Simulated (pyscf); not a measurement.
`[NH2][B]([Cl])[Cl]` + `[H][H]` -> `[Cl][BH][Cl]` + `[NH3]` (four-centre exchange; singlet surface; B–N, H–H broken, B–H, H–N formed). PySCF, gas phase, ωB97X-D3(BJ)/def2-SVP geometries. Energies in kJ/mol from the separated reactants.

```csv
level,barrier,reaction energy
ωB97X-D3(BJ)/def2-TZVP,181.3,+106.9
PBE/def2-TZVP,?,+103.1
r²SCAN/def2-TZVP,172.6,+110.3
B3LYP-D3(BJ)/def2-TZVP,186.6,+107.2
PBE0-D3(BJ)/def2-TZVP,?,?
M06-2X/def2-TZVP,186.1,+113.3
```

Question: What belongs in the gaps?

Answer: 
- PBE/def2-TZVP, barrier: 161.6
- PBE0-D3(BJ)/def2-TZVP, barrier: 164.3
- PBE0-D3(BJ)/def2-TZVP, reaction energy: +106.6

The functionals in the table span 25.0 kJ/mol in this barrier, from PBE to B3LYP-D3(BJ). On the product side the descent ends in an adduct with a B–N contact (not fully relaxed), 118.4 kJ/mol under the separated species and 192.9 kJ/mol under the saddle at ωB97X-D3(BJ)/def2-TZVP. What is counted as broken (B–N) persists as a longer contact in the product adduct; parting that adduct is a step of its own. At the saddle there is also a short B–H contact that neither side keeps. One saddle was located; it need not be the lowest between these sides.
